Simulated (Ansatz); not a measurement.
# C3H5NO: up Jacob's ladder to CCSD(T)

The task here is to estimate one member of a computed series from the others.

Computed with Ansatz 0.2.0, Gaussian basis. Level: functionals in def2-TZVPP, the program's frozen cores in correlated methods.

Plan: LDA (SPW92), PBE-D4, revPBE-D4, BLYP-D4, r2SCAN-D4, B97M-V, PBE0-D4, B3LYP-D4, r2SCANh-D4, r2SCAN0-D4, HSE06-D4, BHLYP-D4, CAM-B3LYP-D4, LC-ωPBE, ωB97X-V, ωB97M-V, B2PLYP, PBE-QIDH; CCSD(T)/def2-SVP; CCSD(T)/def2-TZVPP; MP2/def2-QZVPP; extrapolation to the limit; RPA on PBE.

### The relaxed structure

The geometry comes from an earlier relaxation with PBE0-D4 in a triple-zeta def2 set; it is a stationary point, not always the lowest conformer.

SMILES `COC=C=N`, 10 atoms, charge 0, spin multiplicity 1.

Atoms are counted from 1 here; the program's logs count them from 0.

Bond lengths: C1–O2 1.413 Å, C1–H6 1.090 Å, C1–H7 1.095 Å, C1–H8 1.097 Å, O2–C3 1.369 Å, C3–C4 1.311 Å, C3–H9 1.087 Å, C4–N5 1.222 Å, N5–H10 1.021 Å. Angles: O2–C1–H6 106.9°, O2–C1–H7 111.2°, O2–C1–H8 111.1°, H6–C1–H7 109.6°, H6–C1–H8 109.2°, H7–C1–H8 108.9°, C1–O2–C3 112.6°, O2–C3–C4 121.5°, O2–C3–H9 118.5°, C4–C3–H9 120.0°, C3–C4–N5 175.6°, C4–N5–H10 114.9°.

The first run:

in.yaml

```yaml
crystal:
  periodic: [false, false, false]
  atoms:
    - {symbol: C, position_ang: [-0.834294, -0.255415, 1.514087]}
    - {symbol: O, position_ang: [-0.049167, 0.609273, 0.719622]}
    - {symbol: C, position_ang: [0.672729, -0.060181, -0.232235]}
    - {symbol: C, position_ang: [0.576036, 0.243774, -1.504074]}
    - {symbol: N, position_ang: [0.439084, 0.447571, -2.700680]}
    - {symbol: H, position_ang: [-1.322649, 0.363158, 2.266686]}
    - {symbol: H, position_ang: [-1.591659, -0.767908, 0.911326]}
    - {symbol: H, position_ang: [-0.210796, -1.006692, 2.014672]}
    - {symbol: H, position_ang: [1.380504, -0.819030, 0.092663]}
    - {symbol: H, position_ang: [1.023315, 1.194349, -3.079166]}
basis:
  gaussian: {orbitals: def2-TZVPP}
hamiltonian: {xc: lda}
output: {orbitals: {seedname: orbitals}}
```

On the command line:

```
ansatz run in.yaml --threads 2 --pin off --events-out ev --progress --plain --max-ram 4352MiB
```

Steps of the session up to this table: LDA; PBE-D4 (GGA); revPBE-D4 (GGA); BLYP-D4 (GGA); r2SCAN-D4 (meta-GGA); B97M-V (meta-GGA); B3LYP-D4 (hybrid); r2SCANh-D4 (hybrid); r2SCAN0-D4 (hybrid); HSE06-D4 (hybrid); BHLYP-D4 (hybrid); CAM-B3LYP-D4 (range-separated); LC-ωPBE (range-separated); ωB97X-V (range-separated); ωB97M-V (range-separated); B2PLYP (double hybrid); PBE-QIDH (double hybrid).

One table of the session follows, with a row left open; its other results are not shown here.

It belongs to the step «Frontier levels by functional». 

```
  functional  HOMO (eV)  gap (eV)
 LDA (SPW92)      -5.27      3.28
      PBE-D4      -5.12      3.40
   revPBE-D4      -5.05      3.44
     BLYP-D4          ?         ?
   r2SCAN-D4      -5.32      3.84
      B97M-V      -5.42      4.08
     PBE0-D4      -6.35      5.76
    B3LYP-D4      -6.15      5.30
  r2SCANh-D4      -5.79      4.71
  r2SCAN0-D4      -6.49      6.03
    HSE06-D4      -5.95      4.97
    BHLYP-D4      -7.48      8.12
CAM-B3LYP-D4      -7.68      8.29
     LC-ωPBE      -8.97     10.84
     ωB97X-V      -8.63     10.40
     ωB97M-V      -8.55     10.20
```

Q: Estimate the row for BLYP-D4 from the others.

Worked estimate for «HOMO (eV)». Against the share of exact exchange, B3LYP-D4 (0.2, -6.15), BHLYP-D4 (0.5, -7.48) give a slope of -4.43 per unit share; at 0 the line stands at -5.26.

As computed: HOMO (eV): -5.00; gap (eV): 3.42. In «HOMO (eV)» the line misses by -0.26.
